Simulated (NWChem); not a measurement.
CH₃, doublet; SMILES [CH3]

```xyz
4

C      0.0000     0.0000     0.0000
H      0.7709     0.7709     0.0000
H      0.2822    -1.0531     0.0000
H     -1.0531     0.2822     0.0000
```
Atoms are numbered in this order, from 1.

Results from NWChem. Spin-unrestricted. In the optimisation the excess spin sits in a2" (D3h, its own frame). Structure relaxed at the PBE0/def2-SVP, spin-unrestricted level. No stability test was run on the SCF state.

Task: Order these by “lowest empty minus highest occupied level, either spin (eV)”, lowest first: UHF/def2-SVP; UHF/def2-SVPD; UHF/def2-QZVP.

Result: UHF/def2-QZVP (13.01), UHF/def2-SVPD (13.29), UHF/def2-SVP (14.37)
